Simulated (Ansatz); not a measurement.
Input file:

```yaml
crystal:
  periodic: [false, false, false]
  atoms:
    - {symbol: Ge, position_ang: [0.000000, 0.000000, 0.000000]}
    - {symbol: H, position_ang: [1.685905, 0.046488, -0.006500]}
    - {symbol: H, position_ang: [-0.883179, 1.436779, 0.011900]}
    - {symbol: H, position_ang: [-0.802727, -1.483267, -0.005400]}
basis:
  gaussian: {orbitals: "6-31G*"}
total_charge: -1
magnetization: {spin_polarized: false, initial_magnetization: 2}
correlation: {method: mp2, electrons: outside_noble_gas}
accuracy: high
scf: {lower_state_search: off}
```

```sh
$ ansatz run in.yaml --threads 1 --pin off --events-out ev --progress --plain --max-ram 2393MiB
```

Log:

```
these checks for a lower state are left out or cut short: stability, starts, cluster_reference, orbital_swaps, neighbouring_geometries, increment
727 factors; integrals over basis functions are off by at most 3.7e-9 eV
mean field evaluation 1: about -56508.2492 eV, gradient 1.1e1 eV
mean field evaluation 2: about -56508.2633 eV, gradient 1.1e1 eV
mean field evaluation 4: about -56508.8760 eV, gradient 1.2e0 eV
mean field evaluation 8: about -56508.8992 eV, gradient 8.2e-3 eV
mean field evaluation 16: about -56508.8992 eV, gradient 1.3e-8 eV
mean field -56508.89923444 eV, -2076.6637437580 hartree, gradient 1.3e-8 eV, S^2 2.000000; 0 other end points of the search recorded, 0 dependent functions left out
14 core orbitals not correlated: weight in the atoms' cores, before any rotation towards them, 1.000 or more for the frozen orbitals, at most 0.000 for the correlated occupied ones
reference -56508.89923444 eV, -2076.6637437580 hartree; 5, 3 occupied and 22, 24 virtual orbitals, 727 factors
second order -2.13200667 eV of doubles, -0.08114608 eV of singles
Total energy: -56511.11238719 eV, -2076.7450756216 hartree
Checks for a lower state left out: stability, starts, cluster_reference, orbital_swaps, neighbouring_geometries, increment
```

Ran on 1 thread of Arm Neoverse V2, shared host: 0.6 s wall, 0.2 GiB peak host memory.
